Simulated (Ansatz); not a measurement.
```xyz
2

O     0.0007   -0.0006   -0.1089
H     0.0006   -0.0001    0.8687
```

Basis set: cc-pVDZ (spherical functions). Correlated methods keep 1 orbital frozen. Charge 0, multiplicity 2.

Computed with Ansatz (development build ahead of 0.2.0); free ground-state atoms in the same class of orbitals, no zero-point energy, no relativity.

The atomization energy of doublet OH from measured heats of formation, zero-point and thermal terms removed is 4.616 eV (G2/97 set, Curtiss et al., J. Chem. Phys. 106, 1063 (1997), as shipped with ASE); it holds spin-orbit and other relativistic effects.

How far do UHF-MP2, UHF miss it in this basis?

```csv
method,atomization energy (eV),computed − measured (eV)
UHF-MP2,4.066,-0.550
UHF,2.780,-1.836
```
